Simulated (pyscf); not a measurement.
PH₃ + HO–GeH₃ -> H₂P–GeH₃ + water (H₂O), a four-centre exchange (singlet surface; H–P, Ge–O broken, Ge–P, H–O formed). Structures and frequencies: ωB97X-D3(BJ)/def2-SVP in PySCF. Correlated levels are frozen-core, on RHF or UHF. ΔMP2 is the change of the MP2 total energy from the triple- to the quadruple-zeta basis. Energies in kJ/mol from the separated reactants.

AM1 to PM7: differences of heats of formation from MOPAC. 

Quick PM7 single points give ΔE‡ = -34.8 kJ/mol and ΔE = -216.0 kJ/mol. What does CCSD(T)/def2-TZVPP + ΔMP2(QZVPP) give, and how far is the quick result from it?

CCSD(T)/def2-TZVPP + ΔMP2(QZVPP) gives ΔE‡ = 179.3 kJ/mol and ΔE = -5.6 kJ/mol. PM7 lies 214.1 kJ/mol under it in the barrier and 210.3 kJ/mol under it in the reaction energy, so on this step it does not hold to within 12.6 kJ/mol. At PM7 this geometry lies under one side, so its ΔE‡ may be no barrier of that level. CCSD(T)/def2-TZVPP + ΔMP2(QZVPP) has limits of its own. One saddle was located; it need not be the lowest between these sides. The CCSD(T) − MP2 part came from Ansatz, without density fitting, on the same reference. The frozen core leaves the outer d or s,p core shells of the metals and heavy elements correlated in the MP2 and CC values, and def2-TZVPP describes them poorly, which can shift differences by a few kcal/mol. In the def2 sets elements up to Kr have no core potential.
